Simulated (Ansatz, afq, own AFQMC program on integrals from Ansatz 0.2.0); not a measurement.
## H2O, singlet in 6-31G, levels against full CI

```xyz
3

O     0.0000   -0.1140    0.0000
H     0.0000    0.9046   -1.3289
H     0.0000    0.9046    1.3289
```

Basis 6-31G. Only valence electrons are correlated. AFQMC by an in-house program on the Cholesky factors that Ansatz 0.2.0 writes for its CCSD(T) run. The CISD trial takes its coefficients from CCSD amplitudes. Released means that phaseless walkers are propagated on without the constraint, phases kept. Uncertainties: one standard error, sampling alone.

Determinant: UHF, the one that the program's search chose, which needn't be the lowest solution. The geometry is a point of a scan.

Full CI on the same integrals is exact in this basis and with this determinant's frozen core.

Cautions: strong correlation (T1 0.130, weight of the determinant 0.58, largest double 0.24); unrestricted determinant spin contaminated (⟨S²⟩ 1.50 against 0.00); CCSD(T) is in doubt: in a space of 8 electrons in 8 natural orbitals full CI lies 169 meV below it; CCSDT(Q) is in doubt: in a space of 8 electrons in 8 natural orbitals full CI lies 89 meV below it; the released energy hasn't reached full CI (31 meV above it at 2.40 1/Eh), so no released level is given (meV from the phaseless value at times in 1/Eh: -3 ± 8 at 0.24, -25 ± 6 at 0.51, -36 ± 9 at 0.99, -47 ± 9 at 1.62, -51 ± 10 at 2.40).

- T1 diagnostic: 0.1300
- weight of the determinant in the CISD state: 0.581
- ⟨S²⟩ of the determinant: 1.498
- size of the correlated space: 8 electrons in 12 orbitals

Reference: full CI, correlation energy -3.681 eV. The cautions show a poor starting determinant, so the rows tell how each method copes with it here, and full CI is the sure value.

```tsv
level	E − E(reference) (kJ/mol)	share of correlation (%)
HF	355.2	0.00
MP2	173.3	51.22
CCSD	33.0	90.70
CCSD(T)	20.3	94.27
CCSDT	11.2	96.85
CCSDT(Q)	6.4	98.21
CCSDTQ	1.0	99.73
ph-AFQMC/HF	-0.4 ± 1.8	100.10
ph-AFQMC/CISD	7.9 ± 0.8	97.78
```

CCSDT and higher add their correlation energy to the determinant of the CCSD(T) run, since their own runs factorise the integrals more tightly (a shift of under 2 meV). A walk keeps the symmetry of its determinant, which the program's search chose and which needn't be the lowest solution, so a lower state of the same spin and another symmetry isn't excluded.
